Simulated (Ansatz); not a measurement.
Isolated molecules relaxed with PBE0-D4/def2-TZVP in Ansatz; ΔE leaves out vibrations. CCSD(T)/CBS is the MP2 limit (def2-TZVPP, def2-QZVPP) plus CCSD(T) − MP2 in def2-TZVPP, frozen cores. This one scheme is used for every species. Double bonds are as drawn, so ΔE can hold a change between cis and trans. Functionals use def2-TZVPP. Each species was taken in one conformer, which may not be the lowest.

`CC/C=C/N` + CH₃OH → `CO/C=C/N` + `CC`  (substitution at a C–C bond)

Is it downhill or uphill in electronic energy at CCSD(T)/CBS, and by how much? (An estimate is asked.)

The calculation gave: Uphill: ΔE = +35.2 kJ/mol.

What do these levels give: PBE-D4, PBE0, SCS-MP2/def2-TZVPP, CCSD(T)/def2-TZVPP, HF/def2-QZVPP, SCS-MP2/def2-QZVPP? (An estimate is asked.)

Computed: PBE-D4 25.3, PBE0 29.2, SCS-MP2/def2-TZVPP 34.3, CCSD(T)/def2-TZVPP 32.0, HF/def2-QZVPP 32.6, SCS-MP2/def2-QZVPP 36.3 kJ/mol.

Largest T1 diagnostic among the species: 0.012.

From PBE to PBE0 (25 % exact exchange), in def2-TZVPP and without D4, ΔE moves by +4.5 kJ/mol.
